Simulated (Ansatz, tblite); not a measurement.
# The cluster K2H2: one state, many levels

Aim: run the singlet of the cluster K2H2 at one geometry on many levels, and compare frontier levels, spin and run time.

The runs use Ansatz 0.2.0, Gaussian basis; as each input shows.

Plan: GFN1-xTB, GFN2-xTB, PBE-D4/def2-TZVP, r2SCAN-D4/def2-TZVP, ωB97M-V/def2-TZVP, BHLYP-D4/def2-TZVP, B97M-V/def2-TZVP, ωB97X-V/def2-TZVP, CAM-B3LYP-D4/def2-TZVP, LC-ωPBE(0.10)/def2-TZVP, LC-ωPBE(0.15)/def2-TZVP, LC-ωPBE(0.20)/def2-TZVP, LC-ωPBE(0.30)/def2-TZVP, PBE-D4/def2-SVP, PBE0-D4/def2-SVP, HF/STO-3G, HF/6-31G, B3LYP-D4/6-31G, PBE0-D4/def2-TZVPD, PBE-D4/def2-TZVPD, r2SCAN-D4/def2-TZVPD, CCSD(T)/def2-TZVPP, MP2/def2-TZVP, RPA/def2-TZVP, CCSD(T)/def2-TZVPD.

1 further run of the same task is left out (set aside as unsound or not needed).

## Step 1: The geometry

The singlet was relaxed beforehand with r2SCAN-D4/def2-TZVP. At that level it is the lowest of the isomers that a small search found.

4 atoms, charge 0, spin multiplicity 1.

Bond lengths: K1–K2 3.590 Å, K1–H3 2.492 Å, K1–H4 2.494 Å, K2–H3 2.494 Å, K2–H4 2.492 Å. Angles: K2–K1–H3 44.0°, K2–K1–H4 43.9°, H3–K1–H4 87.9°, K1–K2–H3 43.9°, K1–K2–H4 44.0°, H3–K2–H4 87.9°, K1–H3–K2 92.1°, K1–H4–K2 92.1°.

PBE0-D4/def2-TZVP was run before; its log isn't repeated, and its numbers join the tables.

## Step 2: GFN1-xTB

Tight binding, by tblite at 300 K electronic temperature and without a spin-polarisation term:

```python
tblite.interface.Calculator('GFN1-xTB', numbers, positions, charge=0, uhf=0).singlepoint()
```

Energy -49.8261 eV, HOMO -11.85 eV, LUMO -6.86 eV; 0.003 s.

## Step 3: GFN2-xTB

Tight binding, by tblite at 300 K electronic temperature and without a spin-polarisation term:

```python
tblite.interface.Calculator('GFN2-xTB', numbers, positions, charge=0, uhf=0).singlepoint()
```

Energy -38.7344 eV, HOMO -8.20 eV, LUMO -5.75 eV; 0.002 s.

## Step 4: PBE-D4/def2-TZVP

start.molden holds the orbitals of an earlier run on this state, given as this run's starting guess.

in.yaml

```yaml
crystal:
  periodic: [false, false, false]
  atoms:
    - {symbol: K, position_ang: [-1.775905, 0.219692, 0.142810]}
    - {symbol: K, position_ang: [1.776015, -0.219667, -0.141435]}
    - {symbol: H, position_ang: [-0.209868, -1.716107, 0.047892]}
    - {symbol: H, position_ang: [0.209757, 1.716081, -0.049266]}
basis:
  gaussian: {orbitals: def2-TZVP, initial_orbitals: start.molden}
hamiltonian: {xc: pbe, dispersion: d4}
scf: {omitted_lower_state_checks: [starts]}
output: {orbitals: {seedname: orbitals}}
```

Command:

```console
$ ansatz run in.yaml --threads 4 --pin off --events-out ev --progress --plain --max-ram 3916MiB
```

Further steps of the session: r2SCAN-D4/def2-TZVP; ωB97M-V/def2-TZVP; BHLYP-D4/def2-TZVP; B97M-V/def2-TZVP; ωB97X-V/def2-TZVP; CAM-B3LYP-D4/def2-TZVP; LC-ωPBE(0.10)/def2-TZVP; LC-ωPBE(0.15)/def2-TZVP; LC-ωPBE(0.20)/def2-TZVP; LC-ωPBE(0.30)/def2-TZVP; PBE-D4/def2-SVP; PBE0-D4/def2-SVP; HF/STO-3G; HF/6-31G; B3LYP-D4/6-31G; PBE0-D4/def2-TZVPD; PBE-D4/def2-TZVPD; r2SCAN-D4/def2-TZVPD; CCSD(T)/def2-TZVPP; MP2/def2-TZVP; RPA/def2-TZVP; CCSD(T)/def2-TZVPD.

Before running them: what should the planned runs give, taken together? Wanted: gap in def2-TZVP, named functionals, smallest and largest; gap over the ω; correlation energy, CCSD(T)/def2-TZVPP; correlation energy, MP2/def2-TZVP; correlation energy, CCSD(T)/def2-TZVPD; binding an atom, CCSD(T)/def2-TZVPP; PBE0 total energy, smallest basis above largest.

The runs gave:

| quantity | value |
| --- | --- |
| gap in def2-TZVP, named functionals, smallest and largest | 2.28 eV (PBE-D4), 7.04 eV (ωB97X-V) |
| gap over the ω (1/bohr) | 4.79 eV at 0.1, 6.84 eV at 0.3 |
| correlation energy, CCSD(T)/def2-TZVPP | -11.15 eV |
| correlation energy, MP2/def2-TZVP | -9.68 eV |
| correlation energy, CCSD(T)/def2-TZVPD | -11.05 eV |
| binding an atom, CCSD(T)/def2-TZVPP | 1.249 eV |
| PBE0 total energy, smallest basis above largest | 4.33 eV (def2-SVP, def2-TZVPD) |

Orbital gaps of the named functionals in def2-TZVP span 2.28 eV (PBE-D4) to 7.04 eV (ωB97X-V); exact exchange widens it. Raising the ω (1/bohr) from 0.1 to 0.3 moves the HOMO by -1.69 eV and the LUMO by +0.36 eV. A small miss in a minimal or small basis is a cancelling of errors, not accuracy. The functionals in def2-TZVP miss CCSD(T)/def2-TZVPP by -0.003 (PBE0-D4) to +0.141 eV (B97M-V) an atom. The reference is CCSD(T) in one finite basis, so it carries an error of its own, often a tenth of an eV or more, and near misses can't be ranked.
